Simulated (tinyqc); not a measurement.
Inside a calculation. Method: RKS/BLYP in the sto-3g basis, for BH, spin multiplicity 1. One step of it, computed by the program tinyqc.

Task: Iteration 1: building the Kohn-Sham matrix. J_ij = sum D_kl (ij|kl); F = H + J + V_xc; E = tr D H + tr D J / 2 + E_xc + E_nn.

D at the start:
```
            1B 1s      1B 2s    1B 2px    1B 2py     1B 2pz      2H 1s
1B 1s    2.181914  -0.573730  0.000000  0.000000   0.004686  -0.027223
1B 2s   -0.573730   2.141787  0.000000  0.000000  -0.015140   0.102077
1B 2px   0.000000   0.000000  0.320861  0.000000   0.000000   0.000000
1B 2py   0.000000   0.000000  0.000000  0.320861   0.000000   0.000000
1B 2pz   0.004686  -0.015140  0.000000  0.000000   0.309990   0.050406
2H 1s   -0.027223   0.102077  0.000000  0.000000   0.050406   0.988124
```

core Hamiltonian H = T + V (hartree):
```
             1B 1s      1B 2s     1B 2px     1B 2py     1B 2pz      2H 1s
1B 1s   -12.571643  -3.254812   0.000000   0.000000  -0.005899  -0.101017
1B 2s    -3.254812  -3.662895   0.000000   0.000000  -0.060104  -0.391099
1B 2px    0.000000   0.000000  -2.857609   0.000000   0.000000   0.000000
1B 2py    0.000000   0.000000   0.000000  -2.857609   0.000000   0.000000
1B 2pz   -0.005899  -0.060104   0.000000   0.000000  -2.888545  -0.457251
2H 1s    -0.101017  -0.391099   0.000000   0.000000  -0.457251  -1.719112
```

Two-electron integrals (ij|kl) in chemists' order, unique and non-zero (hartree):
```
(11|11) 2.923513   (21|11) 0.518376   (21|21) 0.109262   (22|11) 0.744229
(22|21) 0.193177   (22|22) 0.544804   (31|31) 0.020264   (32|31) 0.029996
(32|32) 0.120346   (33|11) 0.742491   (33|21) 0.193240   (33|22) 0.544682
(33|33) 0.586773   (41|41) 0.020264   (42|41) 0.029996   (42|42) 0.120346
(43|43) 0.031630   (44|11) 0.742491   (44|21) 0.193240   (44|22) 0.544682
(44|33) 0.523513   (44|44) 0.586773   (51|51) 0.020264   (52|51) 0.029996
(52|52) 0.120346   (53|53) 0.031630   (54|54) 0.031630   (55|11) 0.742491
(55|21) 0.193240   (55|22) 0.544682   (55|33) 0.523513   (55|44) 0.523513
(55|55) 0.586773   (61|11) 0.015674   (61|21) 0.003299   (61|22) 0.005878
(61|33) 0.005853   (61|44) 0.005853   (61|51) 0.000260   (61|52) 0.000481
(61|55) 0.005932   (61|61) 0.000103   (62|11) 0.060571   (62|21) 0.016097
(62|22) 0.053217   (62|33) 0.051579   (62|44) 0.051579   (62|51) 0.001736
(62|52) 0.012399   (62|55) 0.056433   (62|61) 0.000524   (62|62) 0.009352
(63|31) 0.001219   (63|32) 0.006467   (63|53) 0.002080   (63|63) 0.000748
(64|41) 0.001219   (64|42) 0.006467   (64|54) 0.002080   (64|64) 0.000748
(65|11) 0.069940   (65|21) 0.018751   (65|22) 0.064724   (65|33) 0.061770
(65|44) 0.061770   (65|51) 0.002763   (65|52) 0.019030   (65|55) 0.070554
(65|61) 0.000624   (65|62) 0.012962   (65|65) 0.018365   (66|11) 0.250496
(66|21) 0.067458   (66|22) 0.249429   (66|33) 0.239832   (66|44) 0.239832
(66|51) 0.005876   (66|52) 0.058511   (66|55) 0.268385   (66|61) 0.002176
(66|62) 0.065064   (66|65) 0.097037   (66|66) 0.774606
```

nuclear repulsion = 1.25278696 hartree

V_xc (hartree):
```
            1B 1s      1B 2s     1B 2px     1B 2py     1B 2pz      2H 1s
1B 1s   -1.919716  -0.291268   0.000000   0.000000   0.000063  -0.008879
1B 2s   -0.291268  -0.433819   0.000000   0.000000  -0.000941  -0.045369
1B 2px   0.000000   0.000000  -0.429389   0.000000   0.000000   0.000000
1B 2py   0.000000   0.000000   0.000000  -0.429389   0.000000   0.000000
1B 2pz   0.000063  -0.000941   0.000000   0.000000  -0.431290  -0.058806
2H 1s   -0.008879  -0.045369   0.000000   0.000000  -0.058806  -0.431587
```

E_xc = sum of w rho eps_xc = -4.41520601 hartree

Give: Coulomb J; Kohn-Sham matrix F; total energy of this density.

Result:

Coulomb J (hartree):
```
         1B 1s   1B 2s  1B 2px  1B 2py  1B 2pz   2H 1s
1B 1s   8.3507  1.6750  0.0000  0.0000  0.0057  0.0509
1B 2s   1.6750  3.3510  0.0000  0.0000  0.0589  0.3454
1B 2px  0.0000  0.0000  3.3369  0.0000  0.0000  0.0000
1B 2py  0.0000  0.0000  0.0000  3.3369  0.0000  0.0000
1B 2pz  0.0057  0.0589  0.0000  0.0000  3.3663  0.4310
2H 1s   0.0509  0.3454  0.0000  0.0000  0.4310  2.0271
```

Kohn-Sham matrix F (hartree):
```
          1B 1s    1B 2s  1B 2px  1B 2py   1B 2pz    2H 1s
1B 1s   -6.1406  -1.8711  0.0000  0.0000  -0.0001  -0.0590
1B 2s   -1.8711  -0.7458  0.0000  0.0000  -0.0022  -0.0911
1B 2px   0.0000   0.0000  0.0499  0.0000   0.0000   0.0000
1B 2py   0.0000   0.0000  0.0000  0.0499   0.0000   0.0000
1B 2pz  -0.0001  -0.0022  0.0000  0.0000   0.0464  -0.0850
2H 1s   -0.0590  -0.0911  0.0000  0.0000  -0.0850  -0.1236
```

total energy of this density = -24.863123 hartree

This density is the starting one; it is not idempotent, so its energy is not variational and may lie below the converged one.
